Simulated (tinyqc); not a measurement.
CIS and TDHF on RHF in the sto-6g basis, frozen core, for H2F+, spin multiplicity 1, step by step. One step of it, computed by the program tinyqc.

Question. CIS singlet states. Diagonalise A (1 hartree = 27.211386 eV); each vector has its largest component positive (the first on a tie). The transition dipole is mu = sqrt2 sum c_ia <i|r|a>.

CIS matrix A, singlet (hartree):
```
           2>6        2>7        3>6        3>7        4>6        4>7       5>6       5>7
2>6   1.567118   0.007635  -0.000612  -0.046803   0.052028   0.010743  0.000000  0.000000
2>7   0.007635   1.633879   0.037739  -0.002990   0.017437  -0.029131  0.000000  0.000000
3>6  -0.000612   0.037739   0.681163  -0.017265   0.025739  -0.034273  0.000000  0.000000
3>7  -0.046803  -0.002990  -0.017265   0.955590  -0.130326  -0.013583  0.000000  0.000000
4>6   0.052028   0.017437   0.025739  -0.130326   0.636942   0.001351  0.000000  0.000000
4>7   0.010743  -0.029131  -0.034273  -0.013583   0.001351   0.670568  0.000000  0.000000
5>6   0.000000   0.000000   0.000000   0.000000   0.000000   0.000000  0.482369  0.003772
5>7   0.000000   0.000000   0.000000   0.000000   0.000000   0.000000  0.003772  0.567445
```

dipole integrals <i|r|a> (bohr):
```
             x          y          z
2>6   0.000000   0.003200   0.051321
2>7   0.000000  -0.085966   0.015330
3>6   0.000000   0.793372   0.072104
3>7   0.000000   0.148758  -0.563144
4>6   0.000000   0.148399   0.439182
4>7   0.000000  -0.587807   0.030312
5>6  -0.019345   0.000000   0.000000
5>7  -0.002484   0.000000   0.000000
```

Give: singlet excitation energies; lowest vectors; oscillator strengths 2/3 w |mu|^2.

Answer.

singlet excitation energies (eV): 13.1214  15.4455  15.9296  17.4394  19.3118  27.1449  42.8256  44.5696

lowest vectors:
```
     state 1  state 2  state 3  state 4  state 5  state 6
2>6   0.0000   0.0000  -0.0338  -0.0099   0.0065   0.1071
2>7   0.0000   0.0000  -0.0081  -0.0030  -0.0529   0.0150
3>6   0.0000   0.0000  -0.2068   0.6185   0.7535  -0.0728
3>7   0.0000   0.0000   0.3103   0.1216   0.0763   0.9354
4>6   0.0000   0.0000   0.9260   0.1357   0.1099  -0.3272
4>7   0.0000   0.0000  -0.0469   0.7643  -0.6415  -0.0304
5>6   0.9990   0.0442   0.0000   0.0000   0.0000   0.0000
5>7  -0.0442   0.9990   0.0000   0.0000   0.0000   0.0000
```

oscillator strengths 2/3 w |mu|^2: 0.0002  0.0000  0.0374  0.0084  0.9612  0.6020
